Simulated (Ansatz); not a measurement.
`[SiH3][S]` radical. The species carries charge 0 and has multiplicity 2.

```xyz
5

Si   -0.027    0.082    0.102
S     0.355   -1.556   -1.190
H     0.981    0.186    1.187
H    -1.386    0.022    0.696
H     0.077    1.266   -0.795
```

(1) Give the diagnostics of a CCSD(T)/def2-TZVPP run (frozen core, the Gaussian-basis code of Ansatz). (An estimate is asked.)

Results:

(1) Ansatz gave: T1 = 0.0140, largest single amplitude 0.042, largest double 0.030, (T) share of the correlation energy 3.6 %, 12 CCSD cycles. ⟨S²⟩ of the UHF reference is 0.763 against 0.75 for a pure state. T1 lies under the customary mark of 0.045 for open shells.
